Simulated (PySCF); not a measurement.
# How the method moves the HOMO and LUMO of `F[C@@H]1COCO1`

C3H5FO2.
Atom-mapped SMILES: `[F:1][C@@H:2]1[CH2:3][O:4][CH2:5][O:6]1` (hydrogens: H7 on C2; H8, H9 on C3; H10, H11 on C5)

Geometry (PBE0-D3(BJ)/def2-SVP, Å), atoms numbered from 1 in this order:
```xyz
11
C3H5FO2 angstrom
F     -0.4858    1.9158    0.2070
C     -0.2651    0.8217   -0.5925
C     -1.0032   -0.3931   -0.0037
O      0.0215   -1.2873    0.3483
C      1.1806   -0.5245    0.4305
O      1.0576    0.4558   -0.5735
H     -0.5476    1.1063   -1.6171
H     -1.6775   -0.8795   -0.7233
H     -1.5867   -0.0572    0.8727
H      2.0588   -1.1501    0.2199
H      1.2805   -0.0390    1.4240
```

Basis pcSseg-2 throughout (PySCF), one geometry. The structure is a single PBE0-D3(BJ)/def2-SVP conformer in the gas phase; no vibrational or solvent corrections.

Problem. How do the orbital energies, the gap and the dipole change with the method?

Solution. 
```tsv
method	kind	HOMO (eV)	LUMO (eV)	gap (eV)	μ (D)	SCF cycles
BLYP	GGA	-6.42	-0.08	6.33	1.01	16
OPBE	GGA	-6.42	0.01	6.43	0.96	16
PBE	GGA	-6.47	-0.04	6.43	0.99	15
B97-D	GGA	-6.52	0.09	6.61	1.00	15
BP86	GGA	-6.58	0.12	6.70	1.00	15
LDA	LDA	-6.59	-0.13	6.46	1.03	15
KT2	GGA	-6.64	0.03	6.67	1.01	16
KT3	GGA	-6.68	-0.23	6.45	0.99	16
B97-2	global hybrid	-7.81	0.70	8.50	1.03	14
B3LYP	global hybrid	-7.86	0.34	8.20	1.05	13
PBE0	global hybrid	-8.07	0.67	8.75	1.03	14
mPW1PW91	global hybrid	-8.12	0.62	8.73	1.03	13
CAM-B3LYP	range-separated hybrid	-9.56	1.30	10.86	1.06	13
BHandHLYP	global hybrid	-9.67	1.14	10.81	1.09	13
wB97X-D	range-separated hybrid	-9.99	2.38	12.37	1.04	13
LC-wPBE	range-separated hybrid	-10.87	2.43	13.30	1.04	14
HF	Hartree–Fock	-12.14	2.72	14.86	1.13	10
```

The HOMO spans 5.72 eV, from BLYP down to HF, and the gap runs from 6.33 eV (BLYP) to 14.86 eV (HF). Over the methods BLYP (0 %), OPBE (0 %), PBE (0 %), B97-D (0 %), BP86 (0 %), LDA (0 %), KT2 (0 %), KT3 (0 %), B97-2 (21 %), B3LYP (20 %), PBE0 (25 %), mPW1PW91 (25 %), BHandHLYP (50 %), HF (100 %), a straight line through the gap against the share of exact exchange rises by 0.84 eV for each 10 % (correlation coefficient 0.999). The dipole ranges from 0.96 D (OPBE) to 1.13 D (HF). This basis has no diffuse functions.
